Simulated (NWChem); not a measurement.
System: chloroform (CHCl$_{3}$); SMILES ClC(Cl)Cl

Input file for NWChem:

```
start job
memory heap 200 mb stack 900 mb global 1100 mb
geometry units angstroms
  Cl     1.464502     0.829632    -0.074547
  C      0.000000     0.000000     0.460050
  Cl    -1.450734     0.853480    -0.074547
  Cl    -0.013769    -1.683112    -0.074547
  H      0.000000     0.000000     1.554834
end
basis spherical
  Cl library 6-311g**
  C library 6-311g**
  H library 6-311g**
end
dft
  xc xpbe96 cpbe96
  iterations 150
end
driver
  maxiter 120
end
task dft optimize
task dft freq
```

Excerpt of the output:

```
             Northwest Computational Chemistry Package (NWChem) 7.3.0
             --------------------------------------------------------

 C3  symmetry detected

                             Geometry "geometry" -> ""
                             -------------------------

 Output coordinates in angstroms (scale by  1.889725989 to convert to a.u.)

  No.       Tag          Charge          X              Y              Z
 ---- ---------------- ---------- -------------- -------------- --------------
    1 Cl                  17.0000     0.79124633    -1.48559258    -0.08339591
    2 C                    6.0000    -0.00000000     0.00000000     0.45120109
    3 Cl                  17.0000     0.89093775     1.42803571    -0.08339591
    4 Cl                  17.0000    -1.68218408     0.05755687    -0.08339591
    5 H                    1.0000    -0.00000000    -0.00000000     1.54598509

 Effective nuclear repulsion energy (a.u.)     263.4849248865

      Symmetry information
      --------------------

 Group name             C3
 Group number              5
 Group order               3
 No. of unique centers     3

                                Z-matrix (autoz)
                                --------

 Units are Angstrom for bonds and degrees for angles

      Type          Name      I     J     K     L     M      Value
      ----------- --------  ----- ----- ----- ----- ----- ----------
    1 Stretch                  1     2                       1.76603
    2 Stretch                  2     3                       1.76603
    3 Stretch                  2     4                       1.76603
    4 Stretch                  2     5                       1.09478
    5 Bend                     1     2     3               111.25678
    6 Bend                     1     2     4               111.25678
    7 Bend                     1     2     5               107.62055
    8 Bend                     3     2     4               111.25678
    9 Bend                     3     2     5               107.62055
   10 Bend                     4     2     5               107.62055

  pbe96 is a nonlocal functional; adding pw91lda local functional.

                           NWChem Geometry Optimization
                           ----------------------------

 maximum gradient threshold         (gmax) =   0.000450
 rms gradient threshold             (grms) =   0.000300
 maximum cartesian step threshold   (xmax) =   0.001800
 rms cartesian step threshold       (xrms) =   0.001200
 fixed trust radius                (trust) =   0.300000
 source of zmatrix                         =   autoz

          -------------------
          Energy Minimization
          -------------------

 Using diagonal initial Hessian
 Scaling for Hessian diagonals: bonds = 1.00  angles = 0.25  torsions = 0.10

          --------
          Step   0

                                 NWChem DFT Module
                                 -----------------

 Summary of "ao basis" -> "ao basis" (spherical)
 ------------------------------------------------------------------------------
       Tag                 Description            Shells   Functions and Types
 ---------------- ------------------------------  ------  ---------------------
 Cl                         6-311g**                12       26   6s5p1d
 C                          6-311g**                 8       18   4s3p1d
 H                          6-311g**                 4        6   3s1p

      Symmetry analysis of basis
      --------------------------

        a          38
        e+         32
        e-         32

  Rotation of axis

            General Information
            -------------------
          SCF calculation type: DFT
          Wavefunction type:  closed shell.
          No. of atoms     :     5
          No. of electrons :    58
           Alpha electrons :    29
            Beta electrons :    29
          Charge           :     0
          Spin multiplicity:     1
          Use of symmetry is: on ; symmetry adaption is: on
          Maximum number of iterations: 150
          AO basis - number of functions:   102
                     number of shells:    48
          Convergence on energy requested:  1.00D-06
          Convergence on density requested:  1.00D-05
          Convergence on gradient requested:  5.00D-04

              XC Information
              --------------
          PerdewBurkeErnzerhof Exchange Functional  1.000
            Perdew 1991 LDA Correlation Functional  1.000 local
           PerdewBurkeErnz. Correlation Functional  1.000 non-local

             Grid Information
             ----------------
          Grid used for XC integration:  medium
          Radial quadrature: Mura-Knowles
          Angular quadrature: Lebedev.
          Tag              B.-S. Rad. Rad. Pts. Rad. Cut. Ang. Pts.
          ---              ---------- --------- --------- ---------
          Cl                  1.00       88          10.0       590
          C                   0.70       49           7.0       434
          H                   0.35       45           8.0       434
          Grid pruning is: on
          Number of quadrature shells:   182
          Spatial weights used:  Erf1

      Superposition of Atomic Density Guess
      -------------------------------------

 Sum of atomic energies:       -1416.59893258

      Non-variational initial energy
      ------------------------------

 Total energy =   -1417.716873
 1-e energy   =   -2481.459419
 2-e energy   =     800.257621
 HOMO         =      -0.368085
 LUMO         =       0.012190

      Symmetry analysis of molecular orbitals - initial
      -------------------------------------------------

  Numbering of irreducible representations:

     1 a           2 e+          3 e-

  Orbital symmetries:

     1 a           2 e+          3 e+          4 a           5 a
     6 e+          7 e+          8 a           9 e+         10 e+
    11 e+         12 e+         13 a          14 e+         15 e+
    16 a          17 a          18 e+         19 e+         20 a
    21 a          22 e+         23 e+         24 e+         25 e+
    26 e+         27 e+         28 a          29 a          30 a
    31 e+         32 e+         33 a          34 e+         35 e+
    36 a          37 e+         38 e+         39 a

   convergence    iter        energy       DeltaE   RMS-Dens  Diis-err
 ---------------- ----- ----------------- --------- --------- ---------
 d= 0,ls=0.0,diis     1  -1418.5606404976 -1.68D+03  1.84D-02  3.09D+00
 d= 0,ls=0.0,diis     2  -1417.9314399217  6.29D-01  1.66D-02  7.21D+00
 d= 0,ls=0.0,diis     3  -1418.6651113917 -7.34D-01  4.34D-03  4.70D-01
 d= 0,ls=0.0,diis     4  -1418.7224398634 -5.73D-02  8.41D-04  1.22D-02
 d= 0,ls=0.0,diis     5  -1418.7237303032 -1.29D-03  2.33D-04  9.94D-04
  Resetting Diis
 d= 0,ls=0.0,diis     6  -1418.7238367753 -1.06D-04  2.35D-05  1.05D-05
 d= 0,ls=0.0,diis     7  -1418.7238379839 -1.21D-06  1.16D-05  3.96D-07
 d= 0,ls=0.0,diis     8  -1418.7238379060  7.78D-08  7.31D-06  1.01D-06

         Total DFT energy =    -1418.723837906038
      One electron energy =    -2481.979232177042
           Coulomb energy =      889.620392114310
    Exchange-Corr. energy =      -89.849922729767
 Nuclear repulsion energy =      263.484924886461

 Numeric. integr. density =       57.999999142045

                  Occupations of the irreducible representations
                  ----------------------------------------------

                     irrep           alpha         beta
                     --------     --------     --------
                     a                11.0         11.0
                     e+               18.0         18.0
                     e-                0.0          0.0

                       DFT Final Molecular Orbital Analysis
                       ------------------------------------

 Vector   27  Occ=2.000000D+00  E=-2.988924D-01  Symmetry=e+
              MO Center=  3.0D-01, -4.2D-01, -2.8D-02, r^2= 3.8D+00
   Bfn.  Coefficient  Atom+Function         Bfn.  Coefficient  Atom+Function
  ----- ------------  ---------------      ----- ------------  ---------------
    18      0.361394  1 Cl pz                17     -0.241688  1 Cl py
     9     -0.218356  1 Cl pz                61     -0.216937  3 Cl py
    21      0.212759  1 Cl pz                62     -0.202804  3 Cl pz
    87     -0.188855  4 Cl py                15      0.161607  1 Cl pz
    88     -0.158591  4 Cl pz                 8      0.141189  1 Cl py

[...]

      ----------------------
      Optimization converged
      ----------------------

  Step       Energy      Delta E   Gmax     Grms     Xrms     Xmax
  ---- ---------------- -------- -------- -------- -------- --------
@    3   -1418.72452631 -1.3D-07  0.00001  0.00000  0.00041  0.00088
                                     ok       ok       ok       ok

                                Z-matrix (autoz)
                                --------

 Units are Angstrom for bonds and degrees for angles

      Type          Name      I     J     K     L     M      Value     Gradient
      ----------- --------  ----- ----- ----- ----- ----- ---------- ----------
    1 Stretch                  1     2                       1.78794   -0.00000
    2 Stretch                  2     3                       1.78794   -0.00000
    3 Stretch                  2     4                       1.78794   -0.00000
    4 Stretch                  2     5                       1.09153    0.00001
    5 Bend                     1     2     3               111.45894    0.00000
    6 Bend                     1     2     4               111.45894    0.00000
    7 Bend                     1     2     5               107.40184   -0.00000
    8 Bend                     3     2     4               111.45894    0.00000
    9 Bend                     3     2     5               107.40184   -0.00000
   10 Bend                     4     2     5               107.40184   -0.00000

                         Geometry "geometry" -> "geometry"
                         ---------------------------------

 Output coordinates in angstroms (scale by  1.889725989 to convert to a.u.)

  No.       Tag          Charge          X              Y              Z
 ---- ---------------- ---------- -------------- -------------- --------------
    1 Cl                  17.0000     0.80202868    -1.50583683    -0.08279558
    2 C                    6.0000     0.00000000     0.00000000     0.45192567
    3 Cl                  17.0000     0.90307861     1.44749563    -0.08279558
    4 Cl                  17.0000    -1.70510729     0.05834120    -0.08279558
    5 H                    1.0000     0.00000000     0.00000000     1.54345950

 Effective nuclear repulsion energy (a.u.)     260.1839191681

      Symmetry information
      --------------------

 Group name             C3
 Group number              5
 Group order               3
 No. of unique centers     3

                Final and change from initial internal coordinates
                --------------------------------------------------

                                Z-matrix (autoz)
                                --------

 Units are Angstrom for bonds and degrees for angles

      Type          Name      I     J     K     L     M      Value       Change
      ----------- --------  ----- ----- ----- ----- ----- ---------- ----------
    1 Stretch                  1     2                       1.78794    0.02191
    2 Stretch                  2     3                       1.78794    0.02191
    3 Stretch                  2     4                       1.78794    0.02191
    4 Stretch                  2     5                       1.09153   -0.00325
    5 Bend                     1     2     3               111.45894    0.20215
    6 Bend                     1     2     4               111.45894    0.20215
    7 Bend                     1     2     5               107.40184   -0.21870
    8 Bend                     3     2     4               111.45894    0.20215
    9 Bend                     3     2     5               107.40184   -0.21870
   10 Bend                     4     2     5               107.40184   -0.21870

 ==============================================================================
                                internuclear distances
 ------------------------------------------------------------------------------
       center one      |      center two      | atomic units |  angstroms
 ------------------------------------------------------------------------------
    2 C                |   1 Cl               |     3.37871  |     1.78794
    3 Cl               |   2 C                |     3.37871  |     1.78794
    4 Cl               |   2 C                |     3.37871  |     1.78794
    5 H                |   2 C                |     2.06270  |     1.09153
 ------------------------------------------------------------------------------
                         number of included internuclear distances:          4
 ==============================================================================

[second-derivative integrals and response iterations left out]

  Vibrational analysis via the FX method

  See chapter 2 in "Molecular Vibrations" by Wilson, Decius and Cross

  Vib: Default input used

[...]

 Rotational Constants
 --------------------
 A=   0.106542 cm-1  (  0.153286 K)
 B=   0.106542 cm-1  (  0.153286 K)
 C=   0.055206 cm-1  (  0.079427 K)

 Temperature                      =   298.15K
 frequency scaling parameter      =   1.0000

 Zero-Point correction to Energy  =   12.055 kcal/mol  (  0.019211 au)
 Thermal correction to Energy     =   14.895 kcal/mol  (  0.023736 au)
 Thermal correction to Enthalpy   =   15.487 kcal/mol  (  0.024680 au)

 Total Entropy                    =   70.882 cal/mol-K
   - Translational                =   40.191 cal/mol-K (mol. weight = 117.9144)
   - Rotational                   =   25.151 cal/mol-K (symmetry #  =        3)
   - Vibrational                  =    5.539 cal/mol-K

 Cv (constant volume heat capacity) =   13.997 cal/mol-K
   - Translational                  =    2.979 cal/mol-K
   - Rotational                     =    2.979 cal/mol-K
   - Vibrational                    =    8.038 cal/mol-K

[normal modes left out]

 ----------------------------------------------------------------------------
 Normal Eigenvalue ||           Projected Infra Red Intensities
  Mode   [cm**-1]  || [atomic units] [(debye/angs)**2] [(KM/mol)] [arbitrary]
 ------ ---------- || -------------- ----------------- ---------- -----------
    1       -0.000 ||    0.000000           0.000         0.000       0.000
    2       -0.000 ||    0.000269           0.006         0.262       0.079
    3       -0.000 ||    0.000000           0.000         0.000       0.000
    4        0.000 ||    0.000254           0.006         0.247       0.075
    5        0.000 ||    0.000000           0.000         0.000       0.000
    6        0.000 ||    0.000263           0.006         0.256       0.077
    7      257.254 ||    0.000125           0.003         0.122       0.037
    8      257.263 ||    0.000125           0.003         0.122       0.037
    9      360.029 ||    0.000047           0.001         0.046       0.014
   10      650.603 ||    0.003899           0.090         3.801       1.145
   11      702.581 ||    0.226186           5.218       220.497      66.452
   12      702.588 ||    0.226189           5.218       220.500      66.453
   13     1199.672 ||    0.026532           0.612        25.865       7.795
   14     1199.675 ||    0.026530           0.612        25.863       7.794
   15     3107.230 ||    0.000143           0.003         0.139       0.042
 ----------------------------------------------------------------------------
```

Level: PBE/6-311G** (spherical d).
